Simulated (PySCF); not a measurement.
An unknown shows these calculated signals:

¹H NMR (400 MHz, computed): δ 1.06 (s, 1H).

¹³C{¹H} NMR (computed): δ 121.1 (C), 67.6 (C), 41.3 (CH).

- GIAO B97-2/pcSseg-2 shieldings
- geometry from PBE0-D3(BJ)/def2-TZVP
- program: PySCF 2.14
- no solvent, one conformer, no relativistic terms

Chemical shifts δ = σref − σ; ¹H, ¹³C vs TMS, all at this level.

Problem. Which of these does the molecule contain: a Si–H bond, a nitrile, an N-methyl group, a C≡C triple bond?

Solution. 
- A Si–H bond: no.
- A nitrile: no.
- An N-methyl group: no.
- A C≡C triple bond: yes (δC 41.3, 67.6; δH 1.06 (s)).

The data belong to Ethynyl Isothiocyanate, C₃HNS; they needn't prove each group on their own.

Carbon signals by region: 1 in the sp2 and nitrile region (100–160 ppm), 1 at 50–100 ppm, 1 below 50 ppm.

Shifts are as computed. Against solution values, carbons near 30 ppm lie about +3 ppm off and those near 130 ppm about +7 ppm. Of 1211 compounds with measured shifts, 218 miss one by over three times the rms of a fit or turn the order of signals round; such compounds aren't used in these exercises.
